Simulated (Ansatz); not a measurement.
Energy needed to pull apart SiH2SF (SMILES F[SiH2][S]), doublet, into free ground-state atoms, from the structure below (displaced at random from its PBE0-D4/def2-TZVP minimum); no zero-point or spin–orbit terms; open-shell atoms are treated unrestricted, in their ground-state multiplicity.

F1  (-0.324, 0.025, 1.618)
Si2  (0.024, -0.103, 0.013)
S3  (-1.268, 1.064, -1.237)
H4  (-0.117, -1.488, -0.450)
H5  (1.466, 0.352, -0.010)
(Å)

Program: Ansatz 0.2.0. Basis: def2-TZVPP. Cores are frozen in the correlated methods; orbitals are unrestricted.

```json
{"method": "PBE-D4", "atomization energy (eV)": "16.16"}
{"method": "r2SCAN-D4", "atomization energy (eV)": "16.16"}
{"method": "PBE0-D4", "atomization energy (eV)": "15.84"}
{"method": "wB97M-V", "atomization energy (eV)": "?"}
{"method": "HF", "atomization energy (eV)": "11.94"}
{"method": "MP2", "atomization energy (eV)": "?"}
{"method": "CCSD", "atomization energy (eV)": "15.34"}
{"method": "CCSD(T)", "atomization energy (eV)": "15.56"}
```

Task: What does wB97M-V give? (An estimate is asked for; the value comes from the calculation.)

Result: The calculation gives: 16.12 eV, which is about 0.56 eV more than CCSD(T)/def2-TZVPP.

Task: What does MP2 give? (Judge from chemistry; the value comes from the calculation.)

Result: The calculation gives: 15.84 eV, which is about 0.28 eV more than CCSD(T)/def2-TZVPP.

In triple zeta the MP2 and coupled-cluster atomization energies are still short of their basis limit by a few kcal/mol a bond, whereas those of the functionals are nearly converged, so these differences are not deviations from converged CCSD(T).

The T1 diagnostic stays at or below 0.015. ⟨S²⟩ of the unrestricted Hartree–Fock references: 0.76 (a pure state has 0.75).

For scale, one of the runs: CCSD(T)/def2-TZVPP forces, 143 basis functions (an equivalent command: `ansatz run in.yaml --threads 4`). Hardware: 4 CPU threads, shared host. Wall time 4.1 min; peak host memory 3.3 GiB.
